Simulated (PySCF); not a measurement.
Compound: C4H5P.
Z-matrix (Å and degrees, CAM-B3LYP/def2-SVP geometry), rows numbered from 1:
```
C 
C   1  1.4591
C   2  1.3512  1  114.16
P   3  1.8096  2  110.23  1    -6.90
C   1  1.3513  2  114.11  3    -0.03
H   1  1.0929  2  122.07  3   179.96
H   2  1.0929  1  122.05  3   179.98
H   3  1.0906  2  124.77  1  -179.43
H   4  1.4244  3  101.01  2   110.23
H   5  1.0906  1  124.73  2   179.33
```

The calculation used CAM-B3LYP/def2-SVP geometry optimisation, gas phase (PySCF).

Masses are those of the commonest isotopes; rigid-rotor values at the optimised geometry. 

(1) What are A, B and C (GHz)?

(2) What kind of rotor is it?

(3) What does the inertial defect say?

(4) Give the other two planar moments, Paa and Pbb, and the rms extents of the mass along the axes.

(5) Give the coordinates in the principal-axis frame, origin at the centre of mass.

(6) Where do the levels up to J = 2 lie, in MHz?

(7) Which lines would a microwave search look for?

## Answers

(1) Ia = 68.69, Ib = 100.19, Ic = 165.19 u·Å²; 505379 MHz·u·Å²/I gives 7357, 5044 and 3059 MHz, that is A = 7.3570, B = 5.0442, C = 3.0593 GHz.

(2) An asymmetric top. Ray's parameter κ = (2B − A − C)/(A − C) = -0.076; −1 is the prolate and +1 the oblate limit.

(3) Not planar: Δ = Ic − Ia − Ib = -3.69 u·Å². For a rigid frame Δ = −2 Σ m c², so Σ m c² = 1.84 u·Å² lies off the ab plane: 1.59 from hydrogen and 0.26 from heavier atoms. The atom farthest from that plane is 1.25 Å away.

(4) Paa = Σ m a² = (Ib + Ic − Ia)/2 = 98.35 and Pbb = Σ m b² = (Ia + Ic − Ib)/2 = 66.85 u·Å². With the mass M = 84.01 u, the rms extents √(P/M) along a, b and c are 1.08, 0.89, 0.15 Å.

(5) The sense of each axis is arbitrary; atoms in the order of the calculation.
```csv
atom,mass (u),a (Å),b (Å),c (Å)
C1,12.000,-1.323,-0.729,0.013
C2,12.000,-1.322,0.730,0.013
C3,12.000,-0.091,1.282,-0.057
P4,30.974,1.179,0.000,0.075
C5,12.000,-0.092,-1.282,-0.058
H6,1.008,-2.248,-1.309,0.066
H7,1.008,-2.246,1.310,0.065
H8,1.008,0.111,2.354,-0.060
H9,1.008,1.705,0.000,-1.249
H10,1.008,0.109,-2.354,-0.059
```

(6) Above 0(0,0):
J = 1: 1(0,1) 8103, 1(1,1) 10416, 1(1,0) 12401
J = 2: 2(0,2) 23470, 2(1,2) 24638, 2(1,1) 30593, 2(2,1) 37531, 2(2,0) 38372
Those of J = 1 are B + C, A + C and A + B.

(7) The dipole components are |μa| = 0.53 D, |μb| = 0.00 D, |μc| = 0.52 D; the mirror of this Cs structure is the ac plane, so μb vanishes by symmetry and there are no b-type lines. Intensities carry the squares of the components, which stand as 1.00 : 0.94 (a : c). Some lines, for components of 0.1 D or more:

```csv
type,branch,"J(Ka,Kc)",MHz,lower level (cm⁻¹)
a,Q,"2(2,0) ← 2(2,1)",841,1.252
c,Q,"1(1,1) ← 1(0,1)",2313,0.270
a,Q,"3(2,1) ← 3(2,2)",3528,2.063
c,Q,"3(2,2) ← 3(1,2)",4658,1.907
a,Q,"3(1,2) ← 3(1,3)",11662,1.518
a,R,"2(1,2) ← 1(1,1)",14222,0.347
a,R,"2(0,2) ← 1(0,1)",15366,0.270
a,R,"2(1,1) ← 1(1,0)",18192,0.414
a,Q,"4(1,3) ← 4(1,4)",18328,2.428
c,Q,"4(4,1) ← 4(3,1)",20666,3.801
a,R,"3(1,3) ← 2(1,2)",20883,0.822
a,R,"3(0,3) ← 2(0,2)",21623,0.783
c,R,"2(1,1) ← 1(0,1)",22490,0.270
c,R,"2(2,0) ← 1(1,0)",25971,0.414
c,R,"2(2,1) ← 1(1,1)",27115,0.347
a,R,"4(1,4) ← 3(1,3)",27261,1.518
a,R,"4(3,1) ← 3(3,0)",34871,2.637
a,R,"4(2,2) ← 3(2,1)",36524,2.181
c,R,"3(3,0) ← 2(2,0)",40693,1.280
c,R,"3(3,1) ← 2(2,1)",41286,1.252
c,R,"4(2,2) ← 3(1,2)",44711,1.907
```

Stationary, but not proved a minimum. No vibrational averaging or centrifugal distortion is included, and the geometry carries the error of its method.

Time: 13 s wall; peak memory 0.45 GiB. Hardware: one thread of an AMD EPYC 9R45, shared host. These figures are those of the optimisation.
